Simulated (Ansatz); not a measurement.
Total energies of `N=c1sss1`.

```xyz
6

N    -0.274    1.378   -0.700
C    -0.124    0.256   -0.168
S     1.191   -0.445    0.789
S     0.022   -2.174    0.895
S    -1.316   -1.037   -0.250
H     0.500    2.022   -0.567
```

Total charge 0; spin multiplicity 1. Geometry: relaxed with PBE0-D4/def2-TZVP. It is one conformer, not always the lowest. Basis def2-TZVPP, Ansatz.

RPA on PBE orbitals: Hartree–Fock energy of these orbitals -1285.44800 Eh, correlation -1.39213 Eh (frozen core).

```json
{"functional": "LDA (SPW92)", "kind": "LDA", "energy without D4 (Eh)": "-1283.21952", "D4 term (kJ/mol)": "–"}
{"functional": "PBE", "kind": "GGA", "energy without D4 (Eh)": "-1287.48121", "D4 term (kJ/mol)": "-24.1"}
{"functional": "r2SCAN", "kind": "meta-GGA", "energy without D4 (Eh)": "-1287.95652", "D4 term (kJ/mol)": "-5.2"}
{"functional": "B97M-V", "kind": "meta-GGA with VV10", "energy without D4 (Eh)": "-1287.77226", "D4 term (kJ/mol)": "–"}
{"functional": "r2SCANh", "kind": "meta-GGA hybrid, 10 %", "energy without D4 (Eh)": "-1287.94179", "D4 term (kJ/mol)": "-5.7"}
{"functional": "r2SCAN0", "kind": "meta-GGA hybrid, 25 %", "energy without D4 (Eh)": "-1287.92133", "D4 term (kJ/mol)": "-6.4"}
{"functional": "HSE06 (plane-wave form)", "kind": "screened hybrid", "energy without D4 (Eh)": "-1287.53931", "D4 term (kJ/mol)": "-19.0"}
{"functional": "BHLYP", "kind": "global hybrid, 50 %", "energy without D4 (Eh)": "-1288.01012", "D4 term (kJ/mol)": "-32.7"}
{"functional": "CAM-B3LYP", "kind": "range-separated hybrid", "energy without D4 (Eh)": "-1288.06283", "D4 term (kJ/mol)": "-20.8"}
{"functional": "LC-ωPBE", "kind": "long-range corrected hybrid", "energy without D4 (Eh)": "-1287.66087", "D4 term (kJ/mol)": "–"}
```

(1) Give the same for revPBE, BLYP, PBE0, B3LYP, ωB97X-V, ωB97M-V, B2PLYP, PBE-QIDH. (Estimate.)

B3LYP takes the VWN-RPA correlation (the form of Gaussian; ORCA's B3LYP/G). HSE06 is the plane-wave form, built on full-range PBE exchange. The double hybrids freeze the cores in their second-order part.

Answers

(1) Computed: 
| functional | kind | energy without D4 (Eh) | D4 term (kJ/mol) |
| --- | --- | --- | --- |
| revPBE | GGA | -1287.85345 | -69.5 |
| BLYP | GGA | -1288.06365 | -53.8 |
| PBE0 | global hybrid, 25 % exact exchange | -1287.56506 | -20.2 |
| B3LYP | global hybrid, 20 % | -1288.12898 | -39.9 |
| ωB97X-V | range-separated hybrid GGA with VV10 | -1287.86716 | – |
| ωB97M-V | range-separated hybrid meta-GGA with VV10 | -1287.99785 | – |
| B2PLYP | double hybrid | -1287.63136 | – |
| PBE-QIDH | double hybrid | -1287.28430 | – |

LC-ωPBE has ω = 0.4 bohr⁻¹.
